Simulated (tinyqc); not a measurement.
Inside a calculation. Method: ROHF in the sto-6g basis, for NH3+, spin multiplicity 2. One step of it, computed by the program tinyqc.

Task: Iteration 8 (converged): orbitals. Diagonalise F' = X^T F X, C = X C', fill 5 alpha and 4 beta electrons from the bottom; D(s) = C_occ C_occ^T. Each column has its largest component positive (the first on a tie).

converged F (hartree):
```
             1N 1s      1N 2s     1N 2px     1N 2py     1N 2pz      2H 1s      3H 1s      4H 1s
1N 1s   -16.040740  -3.854951  -0.000009   0.000000   0.003636  -0.658423  -0.657770  -0.657770
1N 2s    -3.854951  -2.210037  -0.000102   0.000000   0.043890  -0.794861  -0.794341  -0.794341
1N 2px   -0.000009  -0.000102  -0.728150   0.000000   0.000015  -0.551383   0.275480   0.275480
1N 2py    0.000000   0.000000   0.000000  -0.728105   0.000000   0.000000  -0.477373   0.477373
1N 2pz    0.003636   0.043890   0.000015   0.000000  -0.489543   0.055467   0.055423   0.055423
2H 1s    -0.658423  -0.794861  -0.551383   0.000000   0.055467  -0.662908  -0.183651  -0.183651
3H 1s    -0.657770  -0.794341   0.275480  -0.477373   0.055423  -0.183651  -0.662557  -0.183416
4H 1s    -0.657770  -0.794341   0.275480   0.477373   0.055423  -0.183651  -0.183416  -0.662557
```

X:
```
                1          2          3          4          5          6          7          8
1N 1s   -0.351373   0.000630   0.000000   0.819963   0.489834  -0.000159   0.000000   0.174857
1N 2s    1.202045  -0.001631   0.000000  -0.025442   0.073103  -0.000275   0.000000   0.476945
1N 2px   0.001632   0.944691   0.000000  -0.000016   0.000015   0.631895   0.000000   0.000251
1N 2py   0.000000   0.000000   0.944671   0.000000   0.000000   0.000000   0.631833   0.000000
1N 2pz  -0.090934   0.000103   0.000000  -0.528274   0.845916   0.000008   0.000000  -0.036509
2H 1s   -0.557155  -0.867162   0.000000  -0.162270  -0.096624   0.458366   0.000000   0.309257
3H 1s   -0.554938   0.434729  -0.751493  -0.162404  -0.096704  -0.229417   0.397125   0.308940
4H 1s   -0.554938   0.434729   0.751493  -0.162404  -0.096704  -0.229417  -0.397125   0.308940
```

Give: F' = X^T F X; orbital energies; coefficients C; D(alpha) after iteration 8; D(beta) after iteration 8.

Result:

F' = X^T F X (hartree):
```
        1       2       3        4       5       6       7       8
1  -0.455   0.001   0.000    1.795   1.078   0.000   0.000   0.230
2   0.001   0.165   0.000   -0.004  -0.002  -0.053   0.000  -0.001
3   0.000   0.000   0.165    0.000   0.000   0.000  -0.053   0.000
4   1.795  -0.004   0.000  -10.311  -6.131   0.003   0.000  -3.896
5   1.078  -0.002   0.000   -6.131  -4.314   0.002   0.000  -2.441
6   0.000  -0.053   0.000    0.003   0.002  -0.921   0.000   0.001
7   0.000   0.000  -0.053    0.000   0.000   0.000  -0.921   0.000
8   0.230  -0.001   0.000   -3.896  -2.441   0.001   0.000  -2.853
```

orbital energies (hartree): MO1 -16.043, MO2 -1.406, MO3 -0.924, MO4 -0.924, MO5 -0.489, MO6 0.006, MO7 0.167, MO8 0.167

coefficients C:
```
           MO1     MO2     MO3     MO4     MO5     MO6     MO7     MO8
1N 1s    0.997  -0.223   0.000   0.000  -0.023  -0.151   0.000   0.000
1N 2s    0.016   0.860   0.000   0.000   0.117   0.962   0.000   0.002
1N 2px   0.000   0.000   0.677   0.000   0.000  -0.001   0.000   0.913
1N 2py   0.000   0.000   0.000   0.677   0.000   0.000   0.913   0.000
1N 2pz  -0.001  -0.044   0.000   0.000   0.992  -0.135   0.000   0.000
2H 1s   -0.003   0.124   0.415   0.000  -0.039  -0.649   0.000  -0.890
3H 1s   -0.003   0.124  -0.208   0.360  -0.039  -0.651  -0.770   0.444
4H 1s   -0.003   0.124  -0.208  -0.360  -0.039  -0.651   0.770   0.444
```

D(alpha) after iteration 8:
```
         1N 1s   1N 2s  1N 2px  1N 2py  1N 2pz   2H 1s   3H 1s   4H 1s
1N 1s    1.043  -0.179   0.000   0.000  -0.014  -0.030  -0.030  -0.030
1N 2s   -0.179   0.753   0.000   0.000   0.078   0.102   0.102   0.102
1N 2px   0.000   0.000   0.459   0.000   0.000   0.281  -0.141  -0.141
1N 2py   0.000   0.000   0.000   0.459   0.000   0.000   0.244  -0.244
1N 2pz  -0.014   0.078   0.000   0.000   0.986  -0.045  -0.045  -0.045
2H 1s   -0.030   0.102   0.281   0.000  -0.045   0.190  -0.069  -0.069
3H 1s   -0.030   0.102  -0.141   0.244  -0.045  -0.069   0.190  -0.069
4H 1s   -0.030   0.102  -0.141  -0.244  -0.045  -0.069  -0.069   0.190
```

D(beta) after iteration 8:
```
         1N 1s   1N 2s  1N 2px  1N 2py  1N 2pz   2H 1s   3H 1s   4H 1s
1N 1s    1.043  -0.176   0.000   0.000   0.009  -0.030  -0.030  -0.030
1N 2s   -0.176   0.739   0.000   0.000  -0.038   0.107   0.107   0.107
1N 2px   0.000   0.000   0.459   0.000   0.000   0.281  -0.141  -0.141
1N 2py   0.000   0.000   0.000   0.459   0.000   0.000   0.244  -0.244
1N 2pz   0.009  -0.038   0.000   0.000   0.002  -0.005  -0.005  -0.005
2H 1s   -0.030   0.107   0.281   0.000  -0.005   0.188  -0.071  -0.071
3H 1s   -0.030   0.107  -0.141   0.244  -0.005  -0.071   0.188  -0.071
4H 1s   -0.030   0.107  -0.141  -0.244  -0.005  -0.071  -0.071   0.188
```
